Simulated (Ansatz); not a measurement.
# C₂H₃NO: a ladder of functionals and wavefunction methods

An exercise on one series of results from a longer session: the logs are not shown, and one member is left open.

Method: functionals in def2-TZVPP, the program's frozen cores in correlated methods; program: Ansatz 0.2.0, Gaussian basis.

The runs, in order: LDA (SPW92), PBE-D4, revPBE-D4, BLYP-D4, r2SCAN-D4, B97M-V, PBE0-D4, B3LYP-D4, r2SCANh-D4, r2SCAN0-D4, HSE06-D4, BHLYP-D4, CAM-B3LYP-D4, LC-ωPBE, ωB97X-V, ωB97M-V, B2PLYP, PBE-QIDH; CCSD(T)/def2-SVP; CCSD(T)/def2-TZVPP; MP2/def2-QZVPP; extrapolation to the limit; RPA on PBE.

### Structure used throughout

An earlier PBE0-D4 in a triple-zeta def2 set relaxation fixed the geometry.

SMILES `N=C=CO`, 7 atoms, charge 0, spin multiplicity 1.

Atoms are counted from 1 here; the program's logs count them from 0.

Bond lengths: N1–C2 1.228 Å, N1–H5 1.022 Å, C2–C3 1.310 Å, C3–O4 1.372 Å, C3–H6 1.081 Å, O4–H7 0.961 Å. Angles: C2–N1–H5 114.0°, N1–C2–C3 171.7°, C2–C3–O4 126.0°, C2–C3–H6 120.1°, O4–C3–H6 113.8°, C3–O4–H7 109.4°.

Set-up of the first run:

File in.yaml:

```yaml
crystal:
  periodic: [false, false, false]
  atoms:
    - {symbol: N, position_ang: [1.029646, -0.630046, 1.355331]}
    - {symbol: C, position_ang: [0.363193, -0.031105, 0.515381]}
    - {symbol: C, position_ang: [-0.498507, 0.561396, -0.273420]}
    - {symbol: O, position_ang: [-1.110288, 0.000868, -1.366207]}
    - {symbol: H, position_ang: [2.035899, -0.616725, 1.174752]}
    - {symbol: H, position_ang: [-0.747806, 1.602132, -0.118892]}
    - {symbol: H, position_ang: [-1.010838, -0.954621, -1.332645]}
basis:
  gaussian: {orbitals: def2-TZVPP}
hamiltonian: {xc: lda}
output: {orbitals: {seedname: orbitals}}
```

Command:

```bash
$ ansatz run in.yaml --threads 2 --pin off --events-out ev --progress --plain --max-ram 4352MiB
```

Steps of the session up to this table: LDA; PBE-D4 (GGA); revPBE-D4 (GGA); BLYP-D4 (GGA); r2SCAN-D4 (meta-GGA); B97M-V (meta-GGA); B3LYP-D4 (hybrid); r2SCANh-D4 (hybrid); r2SCAN0-D4 (hybrid); HSE06-D4 (hybrid); BHLYP-D4 (hybrid); CAM-B3LYP-D4 (range-separated); LC-ωPBE (range-separated); ωB97X-V (range-separated); ωB97M-V (range-separated); B2PLYP (double hybrid); PBE-QIDH (double hybrid).

One table of the session follows, with a row left open; its other results are not shown here.

It belongs to the step «Orbital energies across the functionals». 

```
  functional  HOMO (eV)  gap (eV)
 LDA (SPW92)      -5.05      2.84
      PBE-D4      -4.89      2.95
   revPBE-D4      -4.83      3.00
     BLYP-D4      -4.79      2.97
   r2SCAN-D4          ?         ?
      B97M-V      -5.18      3.62
     PBE0-D4      -6.16      5.30
    B3LYP-D4      -5.97      4.83
  r2SCANh-D4      -5.58      4.28
  r2SCAN0-D4      -6.30      5.59
    HSE06-D4      -5.76      4.52
    BHLYP-D4      -7.34      7.62
CAM-B3LYP-D4      -7.52      7.80
     LC-ωPBE      -8.81     10.37
     ωB97X-V      -8.46      9.92
     ωB97M-V      -8.37      9.67
```

Estimate the missing values for r2SCAN-D4.

Worked estimate for «HOMO (eV)». Against the share of exact exchange, r2SCANh-D4 (0.1, -5.58), r2SCAN0-D4 (0.25, -6.30) give a slope of -4.80 per unit share; at 0 the line stands at -5.10.

The run gave: HOMO (eV): -5.10; gap (eV): 3.40. In «HOMO (eV)» the line misses by 0.00.
